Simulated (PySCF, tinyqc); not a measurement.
MP2 on RHF in the sto-3g basis, frozen core, for CH2, spin multiplicity 1, step by step. The lowest restricted solution is unstable here: a spin-polarised one lies 0.0430 hartree lower (PySCF). One step of it, computed by the program tinyqc.

Question. Second-order Moller-Plesset energy. E2 = sum_ijab (ia|jb) [2 (ia|jb) - (ib|ja)] / (e_i + e_j - e_a - e_b) over occupied i, j and virtual a, b; the opposite-spin part is (ia|jb)^2 / denominator, the rest is same-spin, and SCS-MP2 scales them by 6/5 and 1/3.

orbital energies (hartree): [-10.979413, -0.766466, -0.494276, -0.258157, 0.247919, 0.472216, 0.681971]

Two-electron integrals over orbitals (pq|rs), unique and non-zero (hartree); the lowest 1 orbital is frozen and left out:
```
(22|22) 0.527756    (32|22) -0.005398   (32|32) 0.140676    (33|22) 0.491431
(33|32) 0.003499    (33|33) 0.503281    (42|22) 0.013560    (42|32) -0.000445
(42|33) 0.017490    (42|42) 0.082124    (43|22) -0.001535   (43|32) 0.027215
(43|33) 0.000824    (43|42) 0.001625    (43|43) 0.032529    (44|22) 0.504759
(44|32) 0.000994    (44|33) 0.454381    (44|42) -0.087564   (44|43) -0.003057
(44|44) 0.654515    (52|52) 0.092674    (53|52) 0.001290    (53|53) 0.018555
(54|52) -0.035868   (54|53) -0.000817   (54|54) 0.047108    (55|22) 0.542404
(55|32) 0.000508    (55|33) 0.466740    (55|42) -0.046841   (55|43) -0.002306
(55|44) 0.578514    (55|55) 0.672833    (62|22) 0.080182    (62|32) 0.002883
(62|33) 0.019122    (62|42) 0.002983    (62|43) -0.001318   (62|44) 0.077439
(62|55) 0.124165    (62|62) 0.095808    (63|22) 0.008025    (63|32) -0.074727
(63|33) -0.000104   (63|42) -0.002176   (63|43) -0.032344   (63|44) 0.006929
(63|55) 0.008904    (63|62) 0.005517    (63|63) 0.093507    (64|22) 0.040598
(64|32) -0.002978   (64|33) 0.004560    (64|42) -0.000457   (64|43) -0.000548
(64|44) 0.056195    (64|55) 0.055621    (64|62) 0.054105    (64|63) 0.005505
(64|64) 0.038495    (65|52) 0.055655    (65|53) 0.001836    (65|54) -0.010288
(65|65) 0.041799    (66|22) 0.503973    (66|32) 0.009373    (66|33) 0.490052
(66|42) 0.054325    (66|43) 0.004251    (66|44) 0.442285    (66|55) 0.480395
(66|62) 0.049312    (66|63) -0.005800   (66|64) 0.023219    (66|66) 0.540133
(72|22) -0.004852   (72|32) 0.008434    (72|33) -0.000748   (72|42) 0.001371
(72|43) -0.027940   (72|44) -0.005932   (72|55) -0.007847   (72|62) -0.003726
(72|63) 0.044853    (72|64) -0.003221   (72|66) -0.003788   (72|72) 0.056057
(73|22) 0.072163    (73|32) 0.004625    (73|33) 0.029975    (73|42) -0.051649
(73|43) -0.000924   (73|44) 0.124273    (73|55) 0.133522    (73|62) 0.077145
(73|63) 0.003290    (73|64) 0.044259    (73|66) 0.008636    (73|72) -0.006403
(73|73) 0.116874    (74|22) 0.001141    (74|32) -0.065153   (74|33) -0.002278
(74|42) -0.000873   (74|43) 0.005321    (74|44) -0.001319   (74|55) -0.001270
(74|62) -0.003181   (74|63) 0.041639    (74|64) 0.001383    (74|66) -0.005445
(74|72) -0.009082   (74|73) -0.003440   (74|74) 0.055709    (75|52) -0.003162
(75|53) 0.018607    (75|54) 0.000721    (75|65) -0.001003   (75|75) 0.023249
(76|22) -0.004613   (76|32) 0.113574    (76|33) 0.003777    (76|42) -0.003223
(76|43) 0.038577    (76|44) 0.003153    (76|55) 0.000834    (76|62) 0.000361
(76|63) -0.084619   (76|64) -0.003349   (76|66) 0.008057    (76|72) -0.019115
(76|73) 0.006264    (76|74) -0.050115   (76|76) 0.117920    (77|22) 0.511996
(77|32) -0.011054   (77|33) 0.507392    (77|42) -0.015255   (77|43) -0.004338
(77|44) 0.520209    (77|55) 0.524661    (77|62) 0.043616    (77|63) 0.012333
(77|64) 0.017141    (77|66) 0.499057    (77|72) -0.001399   (77|73) 0.071872
(77|74) 0.004491    (77|76) -0.009050   (77|77) 0.556773
```

Hartree-Fock energy = -38.32314286 hartree

Give: Terms; Pair energies; MP2 correlation energy; SCS-MP2 correlation energy; MP2 total energy.

Answer.

Terms (the 40 largest of 45):
```
i  j  a  b  (ia|jb)  (ib|ja)  denominator       term
3  3  7  7   0.1169   0.1169      -2.3525    -0.0058
3  3  6  6   0.0935   0.0935      -1.9330    -0.0045
2  2  5  5   0.0927   0.0927      -2.0288    -0.0042
2  2  6  6   0.0958   0.0958      -2.4774    -0.0037
2  3  6  7   0.0771   0.0449      -2.4149    -0.0035
3  2  7  6   0.0771   0.0449      -2.4149    -0.0035
4  4  5  5   0.0471   0.0471      -1.0122    -0.0022
4  4  7  7   0.0557   0.0557      -1.8803    -0.0017
4  2  6  6   0.0541   0.0541      -1.9691    -0.0015
2  4  6  6   0.0541   0.0541      -1.9691    -0.0015
3  4  7  6   0.0443   0.0416      -1.9066    -0.0011
4  3  6  7   0.0443   0.0416      -1.9066    -0.0011
2  2  7  7   0.0561   0.0561      -2.8969    -0.0011
4  4  6  6   0.0385   0.0385      -1.4607    -0.0010
4  3  7  6   0.0416   0.0443      -1.9066    -0.0009
3  4  6  7   0.0416   0.0443      -1.9066    -0.0009
4  2  5  5  -0.0359  -0.0359      -1.5205    -0.0008
2  4  5  5  -0.0359  -0.0359      -1.5205    -0.0008
2  3  7  6   0.0449   0.0771      -2.4149  -2.33e-04
3  2  6  7   0.0449   0.0771      -2.4149  -2.33e-04
3  3  5  5   0.0186   0.0186      -1.4844  -2.32e-04
4  2  7  7  -0.0091  -0.0091      -2.3886  -3.45e-05
2  4  7  7  -0.0091  -0.0091      -2.3886  -3.45e-05
3  4  6  6   0.0055   0.0055      -1.6969  -1.79e-05
4  3  6  6   0.0055   0.0055      -1.6969  -1.79e-05
2  3  7  7  -0.0064  -0.0064      -2.6247  -1.56e-05
3  2  7  7  -0.0064  -0.0064      -2.6247  -1.56e-05
2  3  6  6   0.0055   0.0055      -2.2052  -1.38e-05
3  2  6  6   0.0055   0.0055      -2.2052  -1.38e-05
4  3  7  7  -0.0034  -0.0034      -2.1164  -5.59e-06
3  4  7  7  -0.0034  -0.0034      -2.1164  -5.59e-06
2  2  7  6  -0.0037  -0.0037      -2.6871  -5.17e-06
2  2  6  7  -0.0037  -0.0037      -2.6871  -5.17e-06
3  3  6  7   0.0033   0.0033      -2.1427  -5.05e-06
3  3  7  6   0.0033   0.0033      -2.1427  -5.05e-06
2  4  7  6  -0.0032  -0.0032      -2.1788  -4.82e-06
4  2  6  7  -0.0032  -0.0032      -2.1788  -4.82e-06
4  2  7  6  -0.0032  -0.0032      -2.1788  -4.59e-06
2  4  6  7  -0.0032  -0.0032      -2.1788  -4.59e-06
4  4  6  7   0.0014   0.0014      -1.6705  -1.14e-06
```

Pair energies (hartree; pair i-j sums ij and ji):
```
pair  opposite spin  same spin
2-2         -0.0090          0
3-2         -0.0067    -0.0009
3-3         -0.0106          0
4-2         -0.0048  -1.44e-09
4-3         -0.0039  -7.20e-06
4-4         -0.0049          0
```

MP2 correlation energy = -0.040667 hartree

SCS-MP2 correlation energy = -0.048045 hartree

MP2 total energy = -38.363810 hartree
